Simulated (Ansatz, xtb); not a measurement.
# C3H6N2O: which of two isomers lies lower

Structure I: `N/C=C/N=C\O`, a singlet. Structure II: `[H]/N=C\CNC=O`, a singlet. Both are isolated molecules in the gas phase, relaxed with PBE-D3(BJ)/def2-SVP, each in the lowest conformer that the search found.

Which of the two would you expect CCSD(T)/def2-SVP + ΔMP2/def2-TZVPP electronic energies to favour?

Structure II; the calculation gives E(II) − E(I) = −0.598 eV.

The same difference at several levels:

```tsv
level	geometry	E(II) − E(I) (eV)	departure from the last row (eV)	job, with rough time for the two
GFN2-xTB	GFN2-xTB	−0.117	+0.481	optimisation, 0.3 s
HF/STO-3G	GFN2-xTB	−0.602	−0.003	single point, 0.6 s
r2SCAN-D4/def2-SVP	GFN2-xTB	−0.495	+0.104	single point, 3 s
PBE-D3(BJ)/def2-SVP	PBE-D3(BJ)/def2-SVP	−0.499	+0.099	optimisation, 21 s
HF/def2-SVP	PBE-D3(BJ)/def2-SVP	−0.786	−0.188	part of the CCSD(T) run
MP2/def2-SVP	PBE-D3(BJ)/def2-SVP	−0.713	−0.115	part of the CCSD(T) run
CCSD(T)/def2-SVP	PBE-D3(BJ)/def2-SVP	−0.740	−0.142	single point
CCSD(T)/def2-SVP + ΔMP2/def2-TZVPP	PBE-D3(BJ)/def2-SVP	−0.598		single point, 35 s
```

As drawn, II has 1 C–C, 1 C=O, 1 C–H in place of 1 C=C, 1 C–O, 1 O–H.

None of the levels shown reverses the order. The largest departure from CCSD(T)/def2-SVP + ΔMP2/def2-TZVPP is that of GFN2-xTB, 0.481 eV. The last row adds to CCSD(T) the change of the MP2 difference between the two basis sets, here +0.142 eV, a large step that makes the value less sure.

With thermal terms from frequencies at re-optimised GFN2-xTB minima (ideal gas, soft modes damped towards free rotors, one conformer each, 298.15 K, 1 atm): on the last row, ΔE + ΔZPE = −0.580, ΔH = −0.583, ΔG = −0.585 eV.

The correlated steps freeze 6 core orbitals. Run with Ansatz 0.2.0, xtb 6.7.1; the last row on 2 threads of Intel(R) Xeon(R) Platinum 8488C (Sapphire Rapids) on a shared host.
